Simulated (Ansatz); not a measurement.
**AlH (triplet): from Hartree-Fock to the top rungs at distance Al1–H2 = 5.575 Å, cc-pVQZ**

The task here is to estimate one member of a computed series from the others.

Program: Ansatz 0.2.0, Gaussian basis. Level of theory: cc-pVQZ, core rule «outside noble gas», up to 5 orbitals frozen. These are calculated values, not measurements.

The runs, in order: UHF; CCSD(T) on ROHF; CCSD(T) on UHF; BCCD(T) on ROHF; CCSDT(Q) on ROHF; CCSDT(Q) on UHF; CASSCF and NEVPT2, 4 electrons in 5 orbitals; Full CI.

17 further runs of the same task are left out: 4 for a known fault of the program, 10 that didn't finish, 3 set aside as unsound or not needed.

### What is computed

The geometry derives from a PBE0/def2-TZVP stationary point (not a proven minimum). One bond is set to the value named and the two fragments are kept rigid.

2 atoms, charge 0, spin multiplicity 3.

Atoms are counted from 1 here; the program's logs count them from 0.

No contacts short enough for the rule that draws bonds.

Set-up of the first run:

Input file in.yaml:

```yaml
crystal:
  periodic: [false, false, false]
  atoms:
    - {symbol: Al, position_ang: [0.000000, 0.000000, 0.000000]}
    - {symbol: H, position_ang: [0.000000, 0.000000, 5.575000]}
basis:
  gaussian: {orbitals: cc-pVQZ}
magnetization: {spin_polarized: true, initial_magnetization: 2}
hamiltonian: {xc: hf}
output: {orbitals: {seedname: orbitals}}
```

Command:

```bash
ansatz run in.yaml --threads 1 --pin off --events-out ev --progress --plain --max-ram 2393MiB
```

Steps of the session up to this table: UHF; CCSD(T) on ROHF; CCSD(T) on UHF; BCCD(T) on ROHF; CCSDT(Q) on ROHF; CCSDT(Q) on UHF; CASSCF and NEVPT2, 4 electrons in 5 orbitals; Full CI.

One of the session's tables, all rows but one given; the rest of the session is left out.

| method | from FCI (kJ/mol) |
| --- | --- |
| ROHF | +151.4 |
| UHF | +141.1 |
| RMP2 | ? |
| UMP2 | +41.5 |
| RCCSD | +5.1 |
| UCCSD | +4.5 |
| RCCSD(T) | +1.2 |
| UCCSD(T) | +1.2 |
| BCCD(T) | +1.2 |
| RCCSDT | 0.0 |
| UCCSDT | 0.0 |
| RCCSDT(Q) | 0.0 |
| UCCSDT(Q) | 0.0 |
| CASSCF valence | +87.2 |
| NEVPT2 valence | +26.5 |
| FCI | 0 |

**Question.** Estimate the row for RMP2.

As computed: from FCI (kJ/mol): +40.5. In the column «from FCI (kJ/mol)» it lies between NEVPT2 valence (+26.5) and UMP2 (+41.5).

Caveats from the session: Levels on UHF freeze UHF's core orbitals, full CI those of ROHF, so the U rows can settle a little off it for that reason alone. Restricted and unrestricted rows rest on different reference determinants; where their highest levels disagree by more than a few hundredths of an eV, they describe different states and don't form one ladder.
